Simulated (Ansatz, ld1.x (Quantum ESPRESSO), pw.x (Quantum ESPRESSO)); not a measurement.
B (Z = 5) (sc): variants of one PAW potential in the solid

B, PAW, made with ld1.x (Quantum ESPRESSO) 7.5 (LDA (PW92), scalar-relativistic). Core [He], reference 2s1 2p0 (charge +2). Waves: 2s (bound): rcut 1.20, rcutus 1.65 bohr; 2s channel at -1.9 Ry: rcut 1.20, rcutus 1.65 bohr; 2p (bound, empty): rcut 2.20, rcutus 2.40 bohr; 2p channel at -1.5 Ry: rcut 2.20, rcutus 2.40 bohr; 3d channel at 0.2 Ry: rcut 1.50, rcutus 1.85 bohr. Local part: all-electron potential smoothed inside 1.55 bohr (lloc = -1). Core correction: a·sin(br)/r model core inside 0.85 bohr. Augmentation charge: BESSEL, radius 1.35 bohr.

Crystal test: sc B in pw.x 7.5, no spin, 17³ k-points, Fermi–Dirac smearing 0.01 Ry, cutoffs set for each file from its atomic test. The reference is all-electron LAPW (Ansatz 0.2.0) with the same functional, mesh and smearing; V0 and B0 come from Birch–Murnaghan fits to the pressures at five volumes. Errors are pseudo minus all-electron; Δ is the rms difference of the E(V) curves that follow from these fits, minima aligned, over ±6 % about the mean V0. Mesh and smearing are coarse, so the numbers serve the comparison and aren't converged zero-temperature values; the lattice is a test structure that the element need not adopt.

All-electron: a0 = 1.865 Å (V0 = 6.49 Å³/atom), B0 = 249.7 GPa.

Base: The largest radius (2.40 bohr) exceeds half the bond length (1.77 bohr), so the spheres overlap, which is one possible source of error among others.

2 further variants are left out: they gave no file fit for a test, a broken result, the same result as the base, or pressures whose basis-set error rivals the error shown.

| change | cutoffs (Ry) | pw.x | a0 (Å) | a0 error (%) | B0 error (%) | Δ (meV/atom) | mean pressure error (GPa) |
| --- | --- | --- | --- | --- | --- | --- | --- |
| base | 40/320 | converged | 1.871 | +0.30 | +2.0 | 3.3 | +2.36 |
| local potential all-electron potential smoothed inside 1.35 bohr (lloc = -1) | 40/320 | converged | 1.871 | +0.33 | +1.9 | 3.6 | +2.54 |
| wave 3d channel at 0.2 Ry: rcut 1.50, rcutus 1.85 bohr becomes 3d channel at 0.2 Ry: rcut 1.50, rcutus 1.76 bohr | 40/320 | converged | 1.871 | +0.29 | +2.1 | 3.2 | +2.26 |

(1) Give the row for: wave 3d channel at 0.2 Ry: rcut 1.50, rcutus 1.85 bohr becomes 3d channel at 0.12 Ry: rcut 1.50, rcutus 1.85 bohr.

Answers

(1) pw.x: converged; mean pressure error (GPa): +2.37; a0 (Å): 1.871; a0 error (%): +0.31; B0 error (%): +2.0; Δ (meV/atom): 3.4.
